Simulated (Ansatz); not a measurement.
# AlBH₂ (singlet): wave-function methods side by side at distance B1–H3 = 1.206 Å, cc-pVDZ

Aim: climb from Hartree-Fock through coupled cluster and multireference methods for AlBH₂ (singlet) at one geometry and basis, and see what each rung misses.

The runs use Ansatz 0.2.0, Gaussian basis; cc-pVDZ, core rule «outside noble gas», up to 6 orbitals frozen.

Plan: UHF; CCSD(T) on RHF; CCSD(T) on UHF; BCCD(T) on RHF; CISD; CCSDT(Q) on RHF; CCSDT(Q) on UHF; CASSCF and MRCISD+Q, 2 electrons in 2 orbitals; CASSCF and NEVPT2, 2 electrons in 2 orbitals; CASSCF and MRCISD+Q, 8 electrons in 10 orbitals; CASSCF and NEVPT2, 8 electrons in 10 orbitals.

12 further runs of the same task are left out: 7 that didn't finish, 5 set aside as unsound or not needed.

**1. What is computed**

The geometry derives from a PBE0/def2-TZVP stationary point (not a proven minimum). One bond is set to the value named and the two fragments are kept rigid.

4 atoms, charge 0, spin multiplicity 1.

Atoms are counted from 1 here; the program's logs count them from 0.

Bond lengths: B1–Al2 2.240 Å, B1–H3 1.206 Å, B1–H4 1.206 Å. Angles: Al2–B1–H3 123.6°, Al2–B1–H4 123.6°, H3–B1–H4 112.9°.

Coordinates:

```xyz
4
charge 0, multiplicity 1
B     0.0000    0.0000    1.4848
Al    0.0000    0.0000   -0.7557
H     0.0000    1.0050    2.1514
H     0.0000   -1.0050    2.1514
```

**2. UHF**

Input file in.yaml:

```yaml
crystal:
  periodic: [false, false, false]
  atoms:
    - {symbol: B, position_ang: [0.000000, 0.000000, 1.484785]}
    - {symbol: Al, position_ang: [0.000000, 0.000000, -0.755666]}
    - {symbol: H, position_ang: [0.000000, 1.004980, 2.151421]}
    - {symbol: H, position_ang: [0.000000, -1.004980, 2.151421]}
basis:
  gaussian: {orbitals: cc-pVDZ}
magnetization: {spin_polarized: true, initial_magnetization: 0}
hamiltonian: {xc: hf}
output: {orbitals: {seedname: orbitals}}
```

Command:

```console
ansatz run in.yaml --threads 1 --pin off --events-out ev --progress --plain --max-ram 2393MiB
```

After this run come: CCSD(T) on RHF; CCSD(T) on UHF; BCCD(T) on RHF; CISD; CCSDT(Q) on RHF; CCSDT(Q) on UHF; CASSCF and MRCISD+Q, 2 electrons in 2 orbitals; CASSCF and NEVPT2, 2 electrons in 2 orbitals; CASSCF and MRCISD+Q, 8 electrons in 10 orbitals; CASSCF and NEVPT2, 8 electrons in 10 orbitals.

Before running them: what should the planned runs give, taken together? Wanted: RCCSDT(Q) below the RHF energy; RMP2 from RCCSDT(Q); UMP2 from RCCSDT(Q); RCCSD from RCCSDT(Q); RCCSD(T) from RCCSDT(Q); UCCSD(T) from RCCSDT(Q); UCCSDT(Q) from RCCSDT(Q); NEVPT2 pair from RCCSDT(Q); MRCISD+Q pair from RCCSDT(Q).

The runs gave:

```
                         quantity                                                                                    value
   RCCSDT(Q) below the RHF energy                                                                               -4.5628 eV
              RMP2 from RCCSDT(Q)                                                                            +111.8 kJ/mol
              UMP2 from RCCSDT(Q)                                                                            +123.9 kJ/mol
             RCCSD from RCCSDT(Q)                                                                             +12.4 kJ/mol
          RCCSD(T) from RCCSDT(Q)                                                                              +2.8 kJ/mol
          UCCSD(T) from RCCSDT(Q)                                                                              +4.1 kJ/mol
         UCCSDT(Q) from RCCSDT(Q)                                                                              +0.1 kJ/mol
       NEVPT2 pair from RCCSDT(Q)                                                                            +107.8 kJ/mol
     MRCISD+Q pair from RCCSDT(Q)                                                                              +1.9 kJ/mol
    NEVPT2 valence from RCCSDT(Q)                                                                             +71.7 kJ/mol
levels within 1 kcal/mol (43 meV)  RCCSD(T), UCCSD(T), BCCD(T), RCCSDT, UCCSDT, UCCSDT(Q), MRCISD+Q pair, MRCISD+Q valence
                    T1 diagnostic                                                                                    0.012
   effectively unpaired electrons                                                                                     0.12
```

What this shows: RCCSD(T) lands +2.8 kJ/mol from the yardstick (0.6 % of the correlation energy). One determinant dominates. Of the multireference levels listed MRCISD+Q pair comes nearest in total energy (+1.9 kJ/mol), which doesn't show that its space is the better one. These misses are within one basis, not against nature.
